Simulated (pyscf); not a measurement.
## Four-centre exchange: H₂B–OH (SMILES BO) + SiH₄ (SMILES [SiH4]) → H₂B–OH (SMILES BO) + SiH₄ (SMILES [SiH4])

Gas phase, singlet surface, charge 0. Bonds broken: B1–H3, Si6–H7. Bonds formed: B1–H7, H3–Si6. Single points on ωB97X-D3(BJ)/def2-SVP structures (PySCF, gas phase). Correlated levels are frozen-core, on RHF or UHF. ΔMP2 is the change of the MP2 total energy from the triple- to the quadruple-zeta basis.

Transition state (Å):

```xyz
10

B     -1.4908    -0.5134     0.2010
O     -1.0608    -1.0902     1.4116
H     -0.7930    -0.8100    -0.8495
H     -2.5988    -0.7844    -0.2031
H     -0.1746    -0.8551     1.6979
Si    -0.1328     0.8152    -0.8295
H     -1.5629     0.7805     0.1832
H     -0.8336     1.2632    -2.0580
H      0.2785     1.9756     0.0233
H      1.1676     0.1445    -1.1494
```

One imaginary mode, 361i cm⁻¹; descent along it reached the two sides named.

| bond | change | reactant side (Å) | saddle | product side |
|---|---|---|---|---|
| B1–H3 | breaks | 1.215 | 1.296 | 3.2 |
| Si6–H7 | breaks | 1.491 | 1.753 | 3.1 |
| B1–H7 | forms | 3.3 | 1.296 | 1.215 |
| H3–Si6 | forms | 3.1 | 1.754 | 1.490 |

Electronic energies relative to the separated reactants (eV):

| level | barrier | reaction energy | reverse barrier |
|---|---|---|---|
| ωB97X-D3(BJ)/def2-TZVP | 0.76 | 0.00 | 0.76 |
| PBE/def2-TZVP | 0.57 | 0.00 | 0.57 |
| r²SCAN/def2-TZVP | 0.62 | 0.00 | 0.62 |
| B3LYP-D3(BJ)/def2-TZVP | 0.87 | 0.00 | 0.87 |
| PBE0-D3(BJ)/def2-TZVP | 0.58 | 0.00 | 0.58 |
| M06-2X/def2-TZVP | 0.81 | 0.00 | 0.81 |
| ωB97M-D3(BJ)/def2-TZVP | 0.82 | 0.00 | 0.82 |
| HF/def2-TZVP | 1.63 | 0.00 | 1.63 |
| MP2/def2-QZVPP | 0.81 | 0.00 | 0.81 |
| CCSD/def2-TZVPP | 0.98 | 0.00 | 0.98 |
| CCSD(T)/def2-TZVPP | 0.89 | 0.00 | 0.89 |
| CCSD(T)/def2-TZVPP + ΔMP2(QZVPP) | 0.86 | 0.00 | 0.86 |

With CCSD(T)/def2-TZVPP + ΔMP2(QZVPP) energies and thermal terms (ideal gas, 1 atm, RRHO with modes under 100 cm⁻¹ raised to 100, one conformer, R ln 2 for chiral ones without a mode under 150 cm⁻¹), in eV:

| T (K) | ΔH‡ | ΔG‡ | ΔH | ΔG |
|---|---|---|---|---|
| 298 | 0.91 | 1.35 | 0.00 | 0.00 |
| 600 | 0.91 | 1.79 | 0.00 | 0.00 |
| 900 | 0.93 | 2.22 | 0.00 | 0.00 |
| 1200 | 0.96 | 2.64 | 0.00 | 0.00 |

At the saddle there is also a short B–Si contact that neither side keeps. This is the saddle that the search found; another between the same sides may lie lower. The CCSD(T) − MP2 part came from Ansatz, without density fitting, on the same reference.
